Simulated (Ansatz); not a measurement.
in.yaml

```yaml
crystal:
  periodic: [false, false, false]
  atoms:
    - {symbol: Zr, position_ang: [0.000000, 0.000000, 0.000000]}
    - {symbol: F, position_ang: [0.000000, 0.000000, 1.857200]}
basis:
  gaussian: {orbitals: def2-TZVPP}
total_charge: 1
magnetization: {spin_polarized: false, initial_magnetization: 2}
correlation: {method: ccsdt_q, electrons: outside_noble_gas}
```

```sh
$ ansatz run in.yaml --threads 2 --pin off --events-out ev --progress --plain --max-ram 23808MiB --backend cuda --devices 0, --max-vram 18GiB
```

Log:

```
1068 factors; integrals over basis functions are off by at most 1.5e-7 eV
mean field evaluation 1: about -3954.6362 eV, gradient 8.1e1 eV
mean field evaluation 2: about -3954.6468 eV, gradient 8.1e1 eV
mean field evaluation 4: about -3965.9078 eV, gradient 1.2e1 eV
mean field evaluation 8: about -3966.3886 eV, gradient 6.0e-1 eV
mean field evaluation 16: about -3966.9637 eV, gradient 3.3e-1 eV
mean field evaluation 32: about -3967.0101 eV, gradient 7.4e-1 eV
mean field evaluation 64: about -3967.1967 eV, gradient 2.3e-1 eV
mean field evaluation 96: about -3966.3164 eV, gradient 1.4e0 eV
mean field evaluation 128: about -3965.8759 eV, gradient 3.2e-1 eV
mean field evaluation 160: about -3966.9062 eV, gradient 8.4e-5 eV
...
cycle  11  -8.39884657 eV  change    1.0e-4 eV  update   1.2e-4
cycle  12  -8.39853056 eV  change    3.2e-4 eV  update   7.7e-5
cycle  13  -8.39863003 eV  change   -9.9e-5 eV  update   3.3e-5
cycle  14  -8.39860332 eV  change    2.7e-5 eV  update   2.1e-5
cycle  15  -8.39859962 eV  change    3.7e-6 eV  update   8.0e-6
cycle  16  -8.39860721 eV  change   -7.6e-6 eV  update   5.9e-6
cycle  17  -8.39861106 eV  change   -3.9e-6 eV  update   3.4e-6
cycle  18  -8.39860920 eV  change    1.9e-6 eV  update   2.2e-6
cycle  19  -8.39860803 eV  change    1.2e-6 eV  update   1.3e-6
cycle  20  -8.39860779 eV  change    2.4e-7 eV  update   7.0e-7
perturbative correction -0.00203286 eV, -0.0000747063 hartree
Total energy: -3975.88522957 eV, -146.1110872348 hartree
```

Ran on 2 threads of AMD EPYC 7R13 with a shared H100 80 GB, shared host: 27 s wall, 0.98 GiB peak host memory.
